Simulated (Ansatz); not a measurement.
**AlH3+ (quartet): from Hartree-Fock to the top rungs, cc-pVTZ**

An exercise on one series of results from a longer session: the logs are not shown, and one member is left open.

Computed with Ansatz 0.2.0, Gaussian basis. Level: cc-pVTZ, core rule «outside noble gas», up to 5 orbitals frozen.

The runs, in order: UHF; CCSD(T) on ROHF; CCSD(T) on UHF; BCCD(T) on ROHF; CCSDT(Q) on ROHF; CCSDT(Q) on UHF.

28 further runs of the same task are left out: 6 for a known fault of the program, 8 that didn't finish, 14 set aside as unsound or not needed.

**What is computed**

The geometry is a PBE0/def2-TZVP stationary point (not a proven minimum) of the parent state, kept for this charge and spin.

4 atoms, charge 1, spin multiplicity 4.

Atoms are counted from 1 here; the program's logs count them from 0.

Bond lengths: Al1–H2 1.590 Å, Al1–H3 1.843 Å, Al1–H4 1.843 Å, H3–H4 0.841 Å. Angles: H2–Al1–H3 101.8°, H2–Al1–H4 101.8°, H3–Al1–H4 26.4°, Al1–H3–H4 76.8°, Al1–H4–H3 76.8°.

Set-up of the first run:

in.yaml

```yaml
crystal:
  periodic: [false, false, false]
  atoms:
    - {symbol: Al, position_ang: [0.000000, 0.074413, -0.095633]}
    - {symbol: H, position_ang: [0.000000, -1.372409, -0.753982]}
    - {symbol: H, position_ang: [0.420650, -0.309773, 1.656991]}
    - {symbol: H, position_ang: [-0.420650, -0.309773, 1.656991]}
basis:
  gaussian: {orbitals: cc-pVTZ}
total_charge: 1
magnetization: {spin_polarized: true, initial_magnetization: 3}
hamiltonian: {xc: hf}
output: {orbitals: {seedname: orbitals}}
```

The run is started by

```
ansatz run in.yaml --threads 1 --pin off --events-out ev --progress --plain --max-ram 2393MiB
```

Steps of the session up to this table: UHF; CCSD(T) on ROHF; CCSD(T) on UHF; BCCD(T) on ROHF; CCSDT(Q) on ROHF; CCSDT(Q) on UHF.

One of the session's tables, all rows but one given; the rest of the session is left out.

| method | from UCCSDT(Q) (kJ/mol) |
| --- | --- |
| ROHF | +168.3 |
| UHF | +166.9 |
| RMP2 | +41.7 |
| UMP2 | +41.3 |
| RCCSD | +4.5 |
| UCCSD | +4.3 |
| RCCSD(T) | +1.5 |
| UCCSD(T) | +1.2 |
| BCCD(T) | +1.4 |
| RCCSDT | ? |
| UCCSDT | +0.1 |
| RCCSDT(Q) | +0.2 |
| UCCSDT(Q) | 0 |

Estimate the missing values for RCCSDT.

**Answer.** from UCCSDT(Q) (kJ/mol): +0.3. In the column «from UCCSDT(Q) (kJ/mol)» it lies between RCCSDT(Q) (+0.2) and UCCSD(T) (+1.2).

Limits of these values: Restricted and unrestricted rows rest on different reference determinants; where their highest levels disagree by more than a few hundredths of an eV, they describe different states and don't form one ladder.
